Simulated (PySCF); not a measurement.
Molecule: SMILES [SiH3][PH3+], [H₆PSi]+.

Geometry (Å), atoms numbered from 1 in this order:
```xyz
8

Si   -1.3140    0.1490   -0.0256
P     1.0278   -0.1128    0.0137
H    -1.6683   -0.8304   -1.0497
H    -1.4141    1.5584   -0.3953
H    -1.6374   -0.1943    1.3567
H     1.5321   -1.3555    0.3310
H     1.7538    0.6627    0.8917
H     1.7291    0.1322   -1.1472
```

Total charge +1.

Frames of a GFN2-xTB Langevin trajectory at 200 K; GIAO PBE0/pcSseg-1 shieldings in PySCF 2.14.0 with density-fitted response routines, gas phase, non-relativistic; equivalent atoms averaged within each frame.

References, each an isolated molecule treated in the same way: TMS for ²⁹Si (σ = 349.16 ppm), ¹H (σ = 31.72 ppm); ³¹P (σ = 318.38 ppm) vs H3PO4. The references are static minima.

Question: How do the shifts (ppm) fluctuate along the trajectory?

Answer: 
```tsv
time (fs)	Si1	P2	H3/H4/H5	H6/H7/H8
optimised geometry	-70.2	-192.7	5.14	4.68
250	-65.3	-209.9	5.38	4.62
425	-49.4	-206.1	5.71	4.66
625	-74.9	-194.3	5.17	4.89
800	-34.9	-192.1	5.21	4.83
1000	-59.4	-183.7	5.68	5.35
mean of frames	-56.8	-197.2	5.43	4.87
standard deviation	15.3	10.7	0.25	0.29
```

5 frames give an uncertainty of the mean of about the standard deviation over 2.2 at best, since frames this close in time may not be independent; classical motion lacks zero-point vibration, and the reference would need the same averaging.
